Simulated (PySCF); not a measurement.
# C3H4O3: the cost of one run

Programs: PySCF 2.14.0, with density-fitted response routines of our own. Each step states its level of theory. These are calculated values for one molecule in the gas phase, unless marked as measured. Atoms count from 0, in the outputs and in this text.

## 1. Starting geometry

10 atoms, charge 0, multiplicity 1; geometry from: GFN2-xTB. The atoms were then displaced at random by about 0.01 Å, so the start is not that level's minimum.

Bonds of the start (Å): C0–C1 1.48, C1–O2 1.18, C1–O3 1.42, O3–C4 1.31, C4–O5 1.20, C0–H6 1.07, C0–H7 1.11, C0–H8 1.07, C4–H9 1.10.

## 2. Relaxing the molecule at PBE0-D3(BJ)/def2-SVP

What the job is given:

```
{"job": {"xc": "PBE0", "basis": "def2-SVP", "d3": "d3bj", "grid": 1, "shake": 0.01, "kind": "geom"}, "charge": 0, "multiplicity": 1}
C     -1.596660    -0.255580    -0.045770
C     -0.312440     0.462690     0.149670
O     -0.156160     1.584160     0.498610
O      0.753650    -0.420830    -0.153260
C      2.027010    -0.106780    -0.077880
O      2.508650     0.935860     0.252350
H     -1.655570    -1.106800     0.594720
H     -2.415930     0.455210     0.175430
H     -1.694030    -0.564130    -1.061110
H      2.591910    -1.004730    -0.353820
```

Run with:

```
> OMP_NUM_THREADS=1 python probes_run.py task.json out
```

One launch serves the whole session: the jobs run in the order shown.

Q: Estimate the wall time and peak memory of this first job on 1 thread of Arm Neoverse V1, shared host.

About 58 s, with a peak of 0.48 GiB.
